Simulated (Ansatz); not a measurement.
**BSiH₆ (doublet): wB97M-V, B2PLYP, RPA-PBE over a scan of the distance B1–H4 along a hydrogen transfer, cc-pVDZ, part 1 of 2**

Aim: run BSiH₆ (doublet) with these functionals over a scan of the distance B1–H4 along a hydrogen transfer, and hold them against the top wave-function level at the same points.

The runs use Ansatz 0.2.0, Gaussian basis; cc-pVDZ, all electrons in the functionals, frozen cores in the correlation of double hybrids and RPA.

Plan: wB97M-V, B2PLYP, RPA-PBE, at 1.194 Å; 1.305 Å; 1.529 Å; 1.752 Å; 1.976 Å.

### Step 1. What is computed

The geometry derives from fragments relaxed apart (PBE0/def2-TZVP) and kept rigid, so it is no stationary point. A hydrogen atom is moved between rigid fragments.

8 atoms, charge 0, spin multiplicity 2.

Atoms are counted from 1 here; the program's logs count them from 0.

Bond lengths: B1–H2 1.193 Å, B1–H3 1.193 Å, B1–H4 1.193 Å, Si5–H6 1.486 Å, Si5–H7 1.486 Å, Si5–H8 1.486 Å. Angles: H2–B1–H3 120.0°, H2–B1–H4 120.0°, H3–B1–H4 120.0°, H6–Si5–H7 111.3°, H6–Si5–H8 111.3°, H7–Si5–H8 111.3°.

No dispersion term is added; wB97M-V holds VV10 nonlocal correlation.

The geometry shown and the zero of energy belong to the point 1.194 Å. The yardstick, UCCSDT(Q), and other wave-function levels (R restricted, U unrestricted, valence and pair active spaces) come from earlier runs.

### Step 2. wB97M-V, 1.194 Å

Contents of in.yaml:

```yaml
crystal:
  periodic: [false, false, false]
  atoms:
    - {symbol: B, position_ang: [-2.394752, 0.000000, 0.000001]}
    - {symbol: H, position_ang: [-2.991485, 1.033572, 0.000000]}
    - {symbol: H, position_ang: [-2.991486, -1.033571, 0.000001]}
    - {symbol: H, position_ang: [-1.201287, 0.000000, 0.000000]}
    - {symbol: Si, position_ang: [1.021248, 0.000000, 0.000000]}
    - {symbol: H, position_ang: [1.471220, -1.416253, 0.000000]}
    - {symbol: H, position_ang: [1.471222, 0.708126, -1.226512]}
    - {symbol: H, position_ang: [1.471223, 0.708127, 1.226511]}
basis:
  gaussian: {orbitals: cc-pVDZ}
magnetization: {spin_polarized: true, initial_magnetization: 1}
hamiltonian: {xc: {name: wB97M-V}}
output: {forces: true, orbitals: {seedname: orbitals}}
```

Started as:

```console
> ansatz run in.yaml --threads 1 --pin off --events-out ev --progress --plain --max-ram 3968MiB --backend cpu
```

The program printed, shortened:

```text
Functional definition: wB97M-V
  name "wB97M-V"
  cite "Mardirossian & Head-Gordon, J. Chem. Phys. 144, 214110 (2016) doi:10.1063/1.4952647"
  cite "Becke, J. Chem. Phys. 107, 8554 (1997) doi:10.1063/1.475007"
  cite "Vydrov & Van Voorhis, J. Chem. Phys. 133, 244103 (2010) doi:10.1063/1.3521275"
  # Of w^i u^j: cxij and so on, Table III.
[...]
  gx(w, u) = 1 - cx + cx01*u + cx10*w
  gss(w, u) = css00 + css04*u^4 + css10*w + css20*w^2 + css43*w^4*u^3
  gos(w, u) = cos00 + cos10*w + (cos20 + cos21*u)*w^2 + (cos60 + cos61*u)*w^6
[...]
      + integral(e_c_pw_mod_opposite_spin*gos(b97_w_opposite, b97_u_opposite)) + vv10(b, c)
570 factors; integrals over basis functions are off by at most 1.2e-3 eV
229 factors; integrals over basis functions are off by at most 1.2e-5 eV
[...]
mean field -8646.19613969 eV, -317.7418475313 hartree, gradient 5.8e-5 eV, S^2 0.751253; 0 other end points of the search recorded, 0 dependent functions left out
[...]
reference -8646.19618433 eV, -317.7418491718 hartree; 13, 12 occupied and 49, 50 virtual orbitals, 570 factors
Total energy: -8646.19618433 eV, -317.7418491718 hartree
Atom 0 at    -2.394752     0.000000     0.000001 Å, force    -0.699188     0.001462     0.000000 eV/Å
Atom 1 at    -2.991485     1.033572     0.000000 Å, force    -0.066529     0.181210    -0.000000 eV/Å
Atom 2 at    -2.991486    -1.033571     0.000001 Å, force    -0.066727    -0.180730     0.000000 eV/Å
Atom 3 at    -1.201287     0.000000     0.000000 Å, force     0.153450    -0.000224     0.000000 eV/Å
Atom 4 at     1.021248     0.000000     0.000000 Å, force     0.404203    -0.008549    -0.000000 eV/Å
Atom 5 at     1.471220    -1.416253     0.000000 Å, force     0.093268    -0.106764     0.000000 eV/Å
Atom 6 at     1.471222     0.708126    -1.226512 Å, force     0.090761     0.056797    -0.095964 eV/Å
Atom 7 at     1.471223     0.708127     1.226511 Å, force     0.090761     0.056797     0.095964 eV/Å
Dipole moment:    -0.173782     0.000198     0.000000 e Å
```

Run time: 6.5 s. Hardware: 1 thread of AMD EPYC 7R13, shared host; peak memory 0.26 GiB.

From the report: ⟨S²⟩ of the determinant 0.751 (pure doublet: 0.75).

### Step 3. wB97M-V, 1.305 Å

Contents of in.yaml:

```yaml
crystal:
  periodic: [false, false, false]
  atoms:
    - {symbol: B, position_ang: [-2.397253, 0.000000, 0.000001]}
    - {symbol: H, position_ang: [-2.993987, 1.033572, 0.000000]}
    - {symbol: H, position_ang: [-2.993987, -1.033571, 0.000001]}
    - {symbol: H, position_ang: [-1.092253, 0.000000, 0.000000]}
    - {symbol: Si, position_ang: [1.018747, 0.000000, 0.000000]}
    - {symbol: H, position_ang: [1.468719, -1.416253, 0.000000]}
    - {symbol: H, position_ang: [1.468721, 0.708126, -1.226512]}
    - {symbol: H, position_ang: [1.468721, 0.708127, 1.226511]}
basis:
  gaussian: {orbitals: cc-pVDZ}
magnetization: {spin_polarized: true, initial_magnetization: 1}
hamiltonian: {xc: {name: wB97M-V}}
output: {orbitals: {seedname: orbitals}}
```

Launched as before.

The program printed, shortened:

```text
Functional definition: wB97M-V
  name "wB97M-V"
  cite "Mardirossian & Head-Gordon, J. Chem. Phys. 144, 214110 (2016) doi:10.1063/1.4952647"
  cite "Becke, J. Chem. Phys. 107, 8554 (1997) doi:10.1063/1.475007"
  cite "Vydrov & Van Voorhis, J. Chem. Phys. 133, 244103 (2010) doi:10.1063/1.3521275"
  # Of w^i u^j: cxij and so on, Table III.
[...]
  gx(w, u) = 1 - cx + cx01*u + cx10*w
  gss(w, u) = css00 + css04*u^4 + css10*w + css20*w^2 + css43*w^4*u^3
  gos(w, u) = cos00 + cos10*w + (cos20 + cos21*u)*w^2 + (cos60 + cos61*u)*w^6
[...]
      + integral(e_c_pw_mod_opposite_spin*gos(b97_w_opposite, b97_u_opposite)) + vv10(b, c)
570 factors; integrals over basis functions are off by at most 1.2e-3 eV
229 factors; integrals over basis functions are off by at most 1.2e-5 eV
[...]
mean field -8646.10093442 eV, -317.7383488023 hartree, gradient 5.2e-5 eV, S^2 0.751697; 0 other end points of the search recorded, 0 dependent functions left out
reference -8646.10097910 eV, -317.7383504443 hartree; 13, 12 occupied and 49, 50 virtual orbitals, 570 factors
Total energy: -8646.10097910 eV, -317.7383504443 hartree
```

It took 5.5 s on 1 thread of AMD EPYC 7R13, shared host; peak memory 0.27 GiB.

From the report: ⟨S²⟩ of the determinant 0.752 (pure doublet: 0.75).

From 1.194 Å: +2.2 kcal/mol.

### Step 4. wB97M-V, 1.529 Å

Contents of in.yaml:

```yaml
crystal:
  periodic: [false, false, false]
  atoms:
    - {symbol: B, position_ang: [-2.402277, 0.000000, 0.000001]}
    - {symbol: H, position_ang: [-2.999010, 1.033572, 0.000000]}
    - {symbol: H, position_ang: [-2.999011, -1.033571, 0.000001]}
    - {symbol: H, position_ang: [-0.873277, 0.000000, 0.000000]}
    - {symbol: Si, position_ang: [1.013723, 0.000000, 0.000000]}
    - {symbol: H, position_ang: [1.463695, -1.416253, 0.000000]}
    - {symbol: H, position_ang: [1.463697, 0.708126, -1.226512]}
    - {symbol: H, position_ang: [1.463698, 0.708127, 1.226511]}
basis:
  gaussian: {orbitals: cc-pVDZ}
magnetization: {spin_polarized: true, initial_magnetization: 1}
hamiltonian: {xc: {name: wB97M-V}}
output: {forces: true, orbitals: {seedname: orbitals}}
```

The command is unchanged.

The program printed, shortened:

```text
Functional definition: wB97M-V
  name "wB97M-V"
  cite "Mardirossian & Head-Gordon, J. Chem. Phys. 144, 214110 (2016) doi:10.1063/1.4952647"
  cite "Becke, J. Chem. Phys. 107, 8554 (1997) doi:10.1063/1.475007"
  cite "Vydrov & Van Voorhis, J. Chem. Phys. 133, 244103 (2010) doi:10.1063/1.3521275"
  # Of w^i u^j: cxij and so on, Table III.
[...]
  gx(w, u) = 1 - cx + cx01*u + cx10*w
  gss(w, u) = css00 + css04*u^4 + css10*w + css20*w^2 + css43*w^4*u^3
  gos(w, u) = cos00 + cos10*w + (cos20 + cos21*u)*w^2 + (cos60 + cos61*u)*w^6
[...]
      + integral(e_c_pw_mod_opposite_spin*gos(b97_w_opposite, b97_u_opposite)) + vv10(b, c)
571 factors; integrals over basis functions are off by at most 1.3e-3 eV
229 factors; integrals over basis functions are off by at most 1.2e-5 eV
[...]
mean field -8645.65817280 eV, -317.7220776126 hartree, gradient 2.0e-5 eV, S^2 0.754484; 1 other end points of the search recorded, 0 dependent functions left out
[...]
reference -8645.65821757 eV, -317.7220792582 hartree; 13, 12 occupied and 49, 50 virtual orbitals, 571 factors
Total energy: -8645.65821757 eV, -317.7220792582 hartree
Atom 0 at    -2.402277     0.000000     0.000001 Å, force     1.437566     0.001395    -0.000000 eV/Å
Atom 1 at    -2.999010     1.033572     0.000000 Å, force     0.060086     0.280908    -0.000000 eV/Å
Atom 2 at    -2.999011    -1.033571     0.000001 Å, force     0.059859    -0.280449    -0.000000 eV/Å
Atom 3 at    -0.873277     0.000000     0.000000 Å, force    -1.683811    -0.000347     0.000000 eV/Å
Atom 4 at     1.013723     0.000000     0.000000 Å, force    -0.233988    -0.007813     0.000000 eV/Å
Atom 5 at     1.463695    -1.416253     0.000000 Å, force     0.121672    -0.083389     0.000000 eV/Å
Atom 6 at     1.463697     0.708126    -1.226512 Å, force     0.119308     0.044848    -0.075831 eV/Å
Atom 7 at     1.463698     0.708127     1.226511 Å, force     0.119308     0.044848     0.075831 eV/Å
Dipole moment:    -0.190984     0.000096     0.000000 e Å
```

It took 6.5 s on 1 thread of AMD EPYC 7R13, shared host; peak memory 0.27 GiB.

From the report: ⟨S²⟩ of the determinant 0.754 (pure doublet: 0.75).

From 1.194 Å: +12.4 kcal/mol.

### Step 5. wB97M-V, 1.752 Å

Contents of in.yaml:

```yaml
crystal:
  periodic: [false, false, false]
  atoms:
    - {symbol: B, position_ang: [-2.407278, 0.000000, 0.000001]}
    - {symbol: H, position_ang: [-3.004011, 1.033572, 0.000000]}
    - {symbol: H, position_ang: [-3.004012, -1.033571, 0.000001]}
    - {symbol: H, position_ang: [-0.655278, 0.000000, 0.000000]}
    - {symbol: Si, position_ang: [1.008722, 0.000000, 0.000000]}
    - {symbol: H, position_ang: [1.458694, -1.416253, 0.000000]}
    - {symbol: H, position_ang: [1.458696, 0.708126, -1.226512]}
    - {symbol: H, position_ang: [1.458697, 0.708127, 1.226511]}
basis:
  gaussian: {orbitals: cc-pVDZ}
magnetization: {spin_polarized: true, initial_magnetization: 1}
hamiltonian: {xc: {name: wB97M-V}}
output: {orbitals: {seedname: orbitals}}
```

Launched as before.

The program printed, shortened:

```text
Functional definition: wB97M-V
  name "wB97M-V"
  cite "Mardirossian & Head-Gordon, J. Chem. Phys. 144, 214110 (2016) doi:10.1063/1.4952647"
  cite "Becke, J. Chem. Phys. 107, 8554 (1997) doi:10.1063/1.475007"
  cite "Vydrov & Van Voorhis, J. Chem. Phys. 133, 244103 (2010) doi:10.1063/1.3521275"
  # Of w^i u^j: cxij and so on, Table III.
[...]
  gx(w, u) = 1 - cx + cx01*u + cx10*w
  gss(w, u) = css00 + css04*u^4 + css10*w + css20*w^2 + css43*w^4*u^3
  gos(w, u) = cos00 + cos10*w + (cos20 + cos21*u)*w^2 + (cos60 + cos61*u)*w^6
[...]
      + integral(e_c_pw_mod_opposite_spin*gos(b97_w_opposite, b97_u_opposite)) + vv10(b, c)
572 factors; integrals over basis functions are off by at most 1.9e-3 eV
229 factors; integrals over basis functions are off by at most 1.1e-5 eV
[...]
mean field -8645.50007374 eV, -317.7162675796 hartree, gradient 1.1e-5 eV, S^2 0.754271; 1 other end points of the search recorded, 0 dependent functions left out
reference -8645.50011855 eV, -317.7162692262 hartree; 13, 12 occupied and 49, 50 virtual orbitals, 572 factors
Total energy: -8645.50011855 eV, -317.7162692262 hartree
```

Run time: 6.5 s. Hardware: 1 thread of AMD EPYC 7R13, shared host; peak memory 0.27 GiB.

From the report: ⟨S²⟩ of the determinant 0.754 (pure doublet: 0.75).

From 1.194 Å: +16.1 kcal/mol.

### Step 6. wB97M-V, 1.976 Å

Contents of in.yaml:

```yaml
crystal:
  periodic: [false, false, false]
  atoms:
    - {symbol: B, position_ang: [-2.412302, 0.000000, 0.000001]}
    - {symbol: H, position_ang: [-3.009035, 1.033572, 0.000000]}
    - {symbol: H, position_ang: [-3.009035, -1.033571, 0.000001]}
    - {symbol: H, position_ang: [-0.436302, 0.000000, 0.000000]}
    - {symbol: Si, position_ang: [1.003698, 0.000000, 0.000000]}
    - {symbol: H, position_ang: [1.453671, -1.416253, 0.000000]}
    - {symbol: H, position_ang: [1.453672, 0.708126, -1.226512]}
    - {symbol: H, position_ang: [1.453673, 0.708127, 1.226511]}
basis:
  gaussian: {orbitals: cc-pVDZ}
magnetization: {spin_polarized: true, initial_magnetization: 1}
hamiltonian: {xc: {name: wB97M-V}}
output: {orbitals: {seedname: orbitals}}
```

The command is unchanged.

The program printed, shortened:

```text
Functional definition: wB97M-V
  name "wB97M-V"
  cite "Mardirossian & Head-Gordon, J. Chem. Phys. 144, 214110 (2016) doi:10.1063/1.4952647"
  cite "Becke, J. Chem. Phys. 107, 8554 (1997) doi:10.1063/1.475007"
  cite "Vydrov & Van Voorhis, J. Chem. Phys. 133, 244103 (2010) doi:10.1063/1.3521275"
  # Of w^i u^j: cxij and so on, Table III.
[...]
  gx(w, u) = 1 - cx + cx01*u + cx10*w
  gss(w, u) = css00 + css04*u^4 + css10*w + css20*w^2 + css43*w^4*u^3
  gos(w, u) = cos00 + cos10*w + (cos20 + cos21*u)*w^2 + (cos60 + cos61*u)*w^6
[...]
      + integral(e_c_pw_mod_opposite_spin*gos(b97_w_opposite, b97_u_opposite)) + vv10(b, c)
571 factors; integrals over basis functions are off by at most 1.8e-3 eV
229 factors; integrals over basis functions are off by at most 1.4e-5 eV
[...]
mean field -8645.46302389 eV, -317.7149060227 hartree, gradient 2.7e-5 eV, S^2 0.751557; 1 other end points of the search recorded, 0 dependent functions left out
reference -8645.46306862 eV, -317.7149076663 hartree; 13, 12 occupied and 49, 50 virtual orbitals, 571 factors
Total energy: -8645.46306862 eV, -317.7149076663 hartree
```

It took 5.5 s on 1 thread of AMD EPYC 7R13, shared host; peak memory 0.27 GiB.

From the report: ⟨S²⟩ of the determinant 0.752 (pure doublet: 0.75).

From 1.194 Å: +16.9 kcal/mol.

### Step 7. B2PLYP, 1.194 Å

Contents of in.yaml:

```yaml
crystal:
  periodic: [false, false, false]
  atoms:
    - {symbol: B, position_ang: [-2.394752, 0.000000, 0.000001]}
    - {symbol: H, position_ang: [-2.991485, 1.033572, 0.000000]}
    - {symbol: H, position_ang: [-2.991486, -1.033571, 0.000001]}
    - {symbol: H, position_ang: [-1.201287, 0.000000, 0.000000]}
    - {symbol: Si, position_ang: [1.021248, 0.000000, 0.000000]}
    - {symbol: H, position_ang: [1.471220, -1.416253, 0.000000]}
    - {symbol: H, position_ang: [1.471222, 0.708126, -1.226512]}
    - {symbol: H, position_ang: [1.471223, 0.708127, 1.226511]}
basis:
  gaussian: {orbitals: cc-pVDZ}
magnetization: {spin_polarized: true, initial_magnetization: 1}
hamiltonian: {xc: {name: B2PLYP}}
correlation: {electrons: outside_noble_gas}
```

Launched as before.

The program printed, shortened:

```text
Functional definition: B2PLYP
  name "B2PLYP"
  cite "Grimme, J. Chem. Phys. 124, 034108 (2006) doi:10.1063/1.2148954"
  cite "Becke, Phys. Rev. A 38, 3098 (1988) doi:10.1103/PhysRevA.38.3098"
  cite "Lee, Yang & Parr, Phys. Rev. B 37, 785 (1988) doi:10.1103/PhysRevB.37.785"
[...]
570 factors; integrals over basis functions are off by at most 1.2e-3 eV
[...]
mean field -8641.65344990 eV, -317.5749067608 hartree, gradient 4.2e-6 eV, S^2 0.753987; 0 other end points of the search recorded, 0 dependent functions left out
6 core orbitals not correlated: weight in the atoms' cores, before any rotation towards them, 1.000 or more for the frozen orbitals, at most 0.000 for the correlated occupied ones
reference -8641.65362444 eV, -317.5749131748 hartree; 7, 6 occupied and 49, 50 virtual orbitals, 570 factors
second order -6.47046915 eV of doubles, -0.00000000 eV of singles
Total energy: -8643.40065111 eV, -317.6391152208 hartree
```

Run time: 1.6 s. Hardware: 1 thread of AMD EPYC 7R13, shared host.

From the report: ⟨S²⟩ of the determinant 0.754 (pure doublet: 0.75).

### Step 8. B2PLYP, 1.305 Å

Contents of in.yaml:

```yaml
crystal:
  periodic: [false, false, false]
  atoms:
    - {symbol: B, position_ang: [-2.397253, 0.000000, 0.000001]}
    - {symbol: H, position_ang: [-2.993987, 1.033572, 0.000000]}
    - {symbol: H, position_ang: [-2.993987, -1.033571, 0.000001]}
    - {symbol: H, position_ang: [-1.092253, 0.000000, 0.000000]}
    - {symbol: Si, position_ang: [1.018747, 0.000000, 0.000000]}
    - {symbol: H, position_ang: [1.468719, -1.416253, 0.000000]}
    - {symbol: H, position_ang: [1.468721, 0.708126, -1.226512]}
    - {symbol: H, position_ang: [1.468721, 0.708127, 1.226511]}
basis:
  gaussian: {orbitals: cc-pVDZ}
magnetization: {spin_polarized: true, initial_magnetization: 1}
hamiltonian: {xc: {name: B2PLYP}}
correlation: {electrons: outside_noble_gas}
```

The command is unchanged.

The program printed, shortened:

```text
Functional definition: B2PLYP
  name "B2PLYP"
  cite "Grimme, J. Chem. Phys. 124, 034108 (2006) doi:10.1063/1.2148954"
  cite "Becke, Phys. Rev. A 38, 3098 (1988) doi:10.1103/PhysRevA.38.3098"
  cite "Lee, Yang & Parr, Phys. Rev. B 37, 785 (1988) doi:10.1103/PhysRevB.37.785"
[...]
570 factors; integrals over basis functions are off by at most 1.2e-3 eV
[...]
mean field -8641.53300093 eV, -317.5704803428 hartree, gradient 1.2e-6 eV, S^2 0.755607; 0 other end points of the search recorded, 0 dependent functions left out
6 core orbitals not correlated: weight in the atoms' cores, before any rotation towards them, 1.000 or more for the frozen orbitals, at most 0.000 for the correlated occupied ones
reference -8641.53317556 eV, -317.5704867604 hartree; 7, 6 occupied and 49, 50 virtual orbitals, 570 factors
second order -6.54678366 eV of doubles, -0.00000000 eV of singles
Total energy: -8643.30080715 eV, -317.6354460231 hartree
```

It took 1.7 s on 1 thread of AMD EPYC 7R13, shared host.

From the report: ⟨S²⟩ of the determinant 0.756 (pure doublet: 0.75).

From 1.194 Å: +2.3 kcal/mol.

### Step 9. B2PLYP, 1.529 Å

Contents of in.yaml:

```yaml
crystal:
  periodic: [false, false, false]
  atoms:
    - {symbol: B, position_ang: [-2.402277, 0.000000, 0.000001]}
    - {symbol: H, position_ang: [-2.999010, 1.033572, 0.000000]}
    - {symbol: H, position_ang: [-2.999011, -1.033571, 0.000001]}
    - {symbol: H, position_ang: [-0.873277, 0.000000, 0.000000]}
    - {symbol: Si, position_ang: [1.013723, 0.000000, 0.000000]}
    - {symbol: H, position_ang: [1.463695, -1.416253, 0.000000]}
    - {symbol: H, position_ang: [1.463697, 0.708126, -1.226512]}
    - {symbol: H, position_ang: [1.463698, 0.708127, 1.226511]}
basis:
  gaussian: {orbitals: cc-pVDZ}
magnetization: {spin_polarized: true, initial_magnetization: 1}
hamiltonian: {xc: {name: B2PLYP}}
correlation: {electrons: outside_noble_gas}
```

Same command.

The program printed, shortened:

```text
Functional definition: B2PLYP
  name "B2PLYP"
  cite "Grimme, J. Chem. Phys. 124, 034108 (2006) doi:10.1063/1.2148954"
  cite "Becke, Phys. Rev. A 38, 3098 (1988) doi:10.1103/PhysRevA.38.3098"
  cite "Lee, Yang & Parr, Phys. Rev. B 37, 785 (1988) doi:10.1103/PhysRevB.37.785"
[...]
571 factors; integrals over basis functions are off by at most 1.3e-3 eV
[...]
mean field -8641.06164920 eV, -317.5531584860 hartree, gradient 1.8e-6 eV, S^2 0.763946; 2 other end points of the search recorded, 0 dependent functions left out
6 core orbitals not correlated: weight in the atoms' cores, before any rotation towards them, 1.000 or more for the frozen orbitals, at most 0.000 for the correlated occupied ones
reference -8641.06182371 eV, -317.5531648992 hartree; 7, 6 occupied and 49, 50 virtual orbitals, 571 factors
second order -6.65461498 eV of doubles, -0.00000000 eV of singles
Total energy: -8642.85856975 eV, -317.6191940984 hartree
```

Wall time 2 s (1 thread of AMD EPYC 7R13, shared host).

From the report: ⟨S²⟩ of the determinant 0.764 (pure doublet: 0.75).

From 1.194 Å: +12.5 kcal/mol.

### Step 10. B2PLYP, 1.752 Å

Contents of in.yaml:

```yaml
crystal:
  periodic: [false, false, false]
  atoms:
    - {symbol: B, position_ang: [-2.407278, 0.000000, 0.000001]}
    - {symbol: H, position_ang: [-3.004011, 1.033572, 0.000000]}
    - {symbol: H, position_ang: [-3.004012, -1.033571, 0.000001]}
    - {symbol: H, position_ang: [-0.655278, 0.000000, 0.000000]}
    - {symbol: Si, position_ang: [1.008722, 0.000000, 0.000000]}
    - {symbol: H, position_ang: [1.458694, -1.416253, 0.000000]}
    - {symbol: H, position_ang: [1.458696, 0.708126, -1.226512]}
    - {symbol: H, position_ang: [1.458697, 0.708127, 1.226511]}
basis:
  gaussian: {orbitals: cc-pVDZ}
magnetization: {spin_polarized: true, initial_magnetization: 1}
hamiltonian: {xc: {name: B2PLYP}}
correlation: {electrons: outside_noble_gas}
```

Launched as before.

The program printed, shortened:

```text
Functional definition: B2PLYP
  name "B2PLYP"
  cite "Grimme, J. Chem. Phys. 124, 034108 (2006) doi:10.1063/1.2148954"
  cite "Becke, Phys. Rev. A 38, 3098 (1988) doi:10.1103/PhysRevA.38.3098"
  cite "Lee, Yang & Parr, Phys. Rev. B 37, 785 (1988) doi:10.1103/PhysRevB.37.785"
[...]
572 factors; integrals over basis functions are off by at most 1.9e-3 eV
[...]
mean field -8640.94141025 eV, -317.5487397863 hartree, gradient 2.2e-6 eV, S^2 0.761926; 2 other end points of the search recorded, 0 dependent functions left out
6 core orbitals not correlated: weight in the atoms' cores, before any rotation towards them, 1.000 or more for the frozen orbitals, at most 0.000 for the correlated occupied ones
reference -8640.94158394 eV, -317.5487461691 hartree; 7, 6 occupied and 49, 50 virtual orbitals, 572 factors
second order -6.56462988 eV of doubles, -0.00000000 eV of singles
Total energy: -8642.71403400 eV, -317.6138825077 hartree
```

It took 2.1 s on 1 thread of AMD EPYC 7R13, shared host.

From the report: ⟨S²⟩ of the determinant 0.762 (pure doublet: 0.75).

From 1.194 Å: +15.8 kcal/mol.

(Continued in part 2 of 2.)
